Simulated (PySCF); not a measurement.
# TDDFT excited states: CH2O

Compound: CH₂O.
Z-matrix (Å and degrees, PBE0-D3(BJ)/def2-SVP geometry), rows numbered from 1:
```
C 
O   1  1.1961
H   1  1.1199  2  122.51
H   1  1.1199  2  122.50  3  -179.98
```

Method: TDDFT wB97X-D/def2-SVPD, vertical, gas phase, core orbitals frozen in the response (PySCF 2.14.0, density-fitted response routines).

| state | E (eV) | E (hartree) | f | symmetry | main configurations (H = HOMO, L = LUMO) |
| --- | --- | --- | --- | --- | --- |
| S1 | 4.07 | 0.1496 | 0.0000 | – | H→L (99%) |
| S2 | 7.70 | 0.2829 | 0.034 | B1 or B2 | H→L+1 (97%) |
| S3 | 9.19 | 0.3377 | 0.070 | B1 or B2 | H→L+3 (92%) |
| S4 | 9.25 | 0.3401 | 0.114 | A1 | H→L+2 (99%) |
| S5 | 9.31 | 0.3422 | 0.0002 | – | H-2→L (99%) |
| S6 | 9.78 | 0.3593 | 0.108 | A1 | H-1→L (84%), H→L+7 (12%) |
| S7 | 9.81 | 0.3607 | 0.0000 | – | H→L+4 (99%) |
| S8 | 10.27 | 0.3774 | 0.0000 | – | H-3→L (99%) |
| S9 | 10.49 | 0.3855 | 0.036 | B1 or B2 | H→L+5 (91%) |
| S10 | 11.12 | 0.4088 | 0.029 | B1 or B2 | H→L+6 (98%) |

Triplets, Tamm–Dancoff:

```json
{"state": "T1", "E (eV)": "3.47", "λ (nm)": "357.8", "main configurations (H = HOMO, L = LUMO)": "H→L (99%)"}
{"state": "T2", "E (eV)": "6.16", "λ (nm)": "201.2", "main configurations (H = HOMO, L = LUMO)": "H-1→L (98%)"}
{"state": "T3", "E (eV)": "7.52", "λ (nm)": "164.8", "main configurations (H = HOMO, L = LUMO)": "H→L+1 (96%)"}
{"state": "T4", "E (eV)": "8.25", "λ (nm)": "150.2", "main configurations (H = HOMO, L = LUMO)": "H-2→L (98%)"}
```

The lowest singlet comes at 305 nm (393 kJ/mol) in the ultraviolet; it is dark (f under 0.0005); its leading configuration is HOMO→LUMO (99%). The most intense listed level is S4 at 9.25 eV (134 nm, f = 0.114), 5.18 eV above S1. S1 has the pattern of n→π* at C=O. Weighted by f, the mean energy of these states is 9.50 eV. Of the 10 states listed, 6 reach f = 0.01 and 4 stay under 0.0005. The oscillator strengths of these states sum to 0.391; summed over the whole spectrum of an exact calculation they would give the number of electrons, 16 (Thomas–Reiche–Kuhn). The vertical ionisation energy is 10.91 eV (ΔSCF), so S10 and higher lie in the continuum; a finite Gaussian basis only mimics such states. Symmetry labels in C2v follow from the direction of the transition dipole and are given only for states with f of 0.002 or more; B1 and B2 swap with the choice of axes. Singlets were solved by full linear response, triplets in the Tamm–Dancoff approximation.

The run took 2.6 s of wall time on one thread, Arm Neoverse V2 (shared host).
